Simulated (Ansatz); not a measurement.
Born–Oppenheimer molecular dynamics of C₃H₆N₂S (12 atoms, charge 0, multiplicity 1). It starts from a relaxed structure.

Theory: Ansatz, UKS PBE0/STO-3G.

| Quantity | Value |
| --- | --- |
| ensemble | NVT, Langevin thermostat |
| time step | 0.5 fs |
| steps asked | 266 |
| set temperature | 1500 K |
| friction | 0.01 /fs |
| seed | 300350 |

First frame:

```xyz
12
Properties=species:S:1:pos:R:3
C 0.851 -0.974 1.552
N 1.246 -0.085 0.425
C 0.169 0.336 -0.398
N -1.054 -0.214 -0.478
C -1.446 0.709 -1.648
S 0.185 1.572 -1.672
H 1.761 -1.386 2.015
H 0.245 -1.794 1.139
H 0.253 -0.455 2.325
H 1.830 0.721 0.750
H -1.665 0.150 -2.575
H -2.298 1.366 -1.402
```

**Question.** What does the run give?

**Answer.** The run went to its last step.

```
steps done                                               : 266
time covered                                             : 133 fs
mean temperature over the second half                    : 1139 K
spread of the potential energy over the second half      : 26.6 meV per atom
mean potential energy of the second half above the start : 132.7 meV per atom
```

The mean temperature of the second half is 24 % below the set value. A run of 0.13 ps of so small a system gives no equilibrium averages. Limits of this set-up: minimal basis.

**Question.** What happens to the structure?

**Answer.** The same pairs are bonded in the first frame and the last. Pairs count as bonded within 1.25 times the sum of covalent radii (0.12 Å more for H–H). Another seed would give other details.

**Question.** How do temperature and energy run in time?

**Answer.** 
```
time (fs)  T (K)  potential energy less start (eV)
      0.0   1375                             0.000
      4.0    737                             1.134
      8.0    525                             1.353
     12.0    664                             0.996
     16.0    808                             1.089
     20.0    815                             1.231
     24.0    836                             1.131
     28.0    963                             1.070
     32.0   1085                             0.936
     36.0    944                             1.289
     40.0    924                             1.623
     44.0   1016                             1.391
     48.0   1136                             1.013
     52.0    978                             1.416
     56.0    810                             1.680
     60.0    850                             1.712
     64.0    974                             1.664
     68.0    704                             1.627
     72.0    983                             1.355
     76.0   1337                             1.181
     80.0   1002                             1.792
     84.0    844                             2.220
     88.0   1314                             1.272
     92.0   1295                             1.439
     96.0   1102                             1.498
    100.0   1284                             1.212
    104.0   1140                             1.688
    108.0   1462                             1.369
    112.0    988                             2.114
    116.0   1125                             1.930
    120.0   1487                             1.167
    124.0   1365                             1.348
    128.0   1077                             1.666
    132.0    757                             2.266
```

The run took 19 min on 1 thread of Arm Neoverse V1 (shared host), peak memory 0.15 GiB.
